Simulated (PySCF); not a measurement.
# Spin-rotation constants: `FO`, FHO

Molfile (atoms numbered from 1):
```
FHO
     RDKit          3D

  3  2  0  0  0  0  0  0  0  0999 V2000
   -0.2063    0.4794    0.0245 O   0  0  0  0  0  0  0  0  0  0  0  0
    0.9978   -0.2196    0.1886 F   0  0  0  0  0  0  0  0  0  0  0  0
   -0.7792   -0.2630   -0.2271 H   0  0  0  0  0  0  0  0  0  0  0  0
  1  2  1  0
  1  3  1  0
M  END
```

Theory: PySCF 2.14.0, GIAO B3LYP/MINI magnetisability, rotational g tensor and spin-rotation constants, non-relativistic, gas phase. Geometry: PBE0-D3(BJ)/def2-SVP.

Q: Give the nuclear spin-rotation constants along the inertial axes (H = +C I·J) beside the isotropic shieldings.

A: Rotational constants 589.2264, 28.1917, 26.9045 GHz. A star marks the isotopologue with that one atom substituted, in its own axes.
```tsv
atom	isotope	Caa (kHz)	Cbb (kHz)	Ccc (kHz)	mean (kHz)	σ (ppm)
F2	19F	32.347	59.681	82.660	58.229	163.3
H3	1H	-87.070	2.922	-3.412	-29.187	22.4
O1	17O*	-34.614	-14.955	-7.242	-18.937	35.8
```
For the geometry as given, no vibrational averaging.
